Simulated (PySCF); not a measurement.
Compound: BH4 (charge -1).
Z-matrix (Å and degrees, PBE0-D3(BJ)/def2-TZVP geometry), rows numbered from 1:
```
B 
H   1  1.2383
H   1  1.2386  2  109.45
H   1  1.2386  2  109.54  3  -119.99
H   1  1.2384  2  109.49  3   119.96
```

Level: wB97X-D/pcSseg-2 in PySCF, non-relativistic, on one gas-phase PBE0-D3(BJ)/def2-TZVP geometry that isn't relaxed in the solvent. The solvent is an IEF-PCM continuum (Bondi radii, 1.10 Å for H, scaled by 1.2). The model holds no explicit solvent molecules, cavitation or dispersion.

Gas phase at wB97X-D/pcSseg-2: HOMO -3.92 eV, LUMO 8.26 eV.

Problem. What does the continuum do to the energy and the frontier levels at wB97X-D/pcSseg-2 in chloroform?

Solution. 
| solvent | ε | E(solvent) − E(gas) (kcal/mol) | polarisation term (kcal/mol) | distortion of the solute (kcal/mol) | HOMO (eV) | LUMO (eV) |
| --- | --- | --- | --- | --- | --- | --- |
| chloroform | 4.711 | -50.96 | -51.28 | 0.32 | -8.36 | 4.45 |

The polarisation term is half the interaction of the solute with the surface charges that it induces; the rest is the cost of distorting the solute's density. The sum is the electrostatic part of solvation alone.

Problem. Which radius a makes Born's formula ΔE = −(q²/2a)(1 − 1/ε) give the value in chloroform?

Solution. a = q²(1 − 1/ε)/(2|ΔE|) = 2.57 Å, with q = -1 e and |ΔE| = 0.0812 Eh; the farthest nucleus lies 1.24 Å from the centroid of the nuclei. The formula assumes a point charge at the centre of a sphere.

Hardware: one thread of an Intel Xeon at 2.30 GHz, no GPU, shared host with 24 logical CPUs at a one-minute load of 14. Cost: 1.9 s wall, 0.36 GiB resident at most. This is the whole shielding run at wB97X-D/pcSseg-2 in chloroform, SCF included.

The pairwise dispersion term of wB97X-D wasn't added to the energies; at a given geometry it leaves orbitals and properties as they are.
